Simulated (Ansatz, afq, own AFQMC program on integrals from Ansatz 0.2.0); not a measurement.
**TaNH2, quintet: AFQMC among the cluster methods**

```xyz
4

Ta    0.0000    0.0000    0.1650
N     0.0000    0.0000   -1.7905
H     0.0000    0.8298   -2.3730
H     0.0000   -0.8298   -2.3730
```

Connectivity, by distances: Ta–NH2.

Basis def2-SVP with its core potentials. Only valence electrons are correlated. Ansatz 0.2.0 and our own AFQMC program on the same integrals; the CISD trial comes from CCSD amplitudes, and released means the phaseless constraint is let go. Error bars are statistical, one sigma. No spin–orbit coupling. The metal's outer-core s and p shells are frozen, which shifts wave-function levels against functionals.

Determinant: UHF, the one that the program's search chose, which needn't be the lowest solution. The geometry is a PBE0/def2-TZVP stationary point of this or a neighbouring charge and spin state.

No full CI on the walks' own integrals is used here; CCSDT(Q) serves as the reference and is uncertain by about the last step of the cluster series.

Cautions: no spin-orbit coupling; outer-core shells of the metal frozen; lower spins were not checked; the released energies have errors that jump between times, so the bars are unsure, so no released level is given (meV from the phaseless value at times in 1/Eh: -12 ± 3 at 0.60, -3 ± 5 at 1.20, -51 ± 38 at 2.00, -29 ± 7 at 3.00, -32 ± 11 at 4.20), though the last usable value meets CCSDT(Q) within the noise.

```
T1 diagnostic                               : 0.0255
weight of the determinant in the CISD state : 0.887
⟨S²⟩ of the determinant                     : 6.020
size of the correlated space                : 12 electrons in 51 orbitals
```

```tsv
level	correlation energy (eV)
MP2	-6.4243
CCSD	-6.8918
CCSD(T)	-7.1164
```

Q: Estimate where phaseless AFQMC with the Hartree–Fock trial lies against CCSD(T) on the same integrals.

A: 2.1 ± 3.9 kJ/mol below CCSD(T). The gap is under twice the noise, so this walk alone can't tell the two apart.

Reference: CCSDT(Q), correlation energy -7.153 eV.

```json
{"level": "CCSD(T)", "E − E(reference) (kJ/mol)": "3.5", "share of correlation (%)": "99.49"}
{"level": "CCSDT", "E − E(reference) (kJ/mol)": "1.8", "share of correlation (%)": "99.74"}
{"level": "ph-AFQMC/HF", "E − E(reference) (kJ/mol)": "1.4 ± 3.9", "share of correlation (%)": "99.79"}
{"level": "ph-AFQMC/CISD", "E − E(reference) (kJ/mol)": "2.2 ± 0.4", "share of correlation (%)": "99.68"}
```

A walk keeps the symmetry of its determinant, which the program's search chose and which needn't be the lowest solution, so a lower state of the same spin and another symmetry isn't excluded.
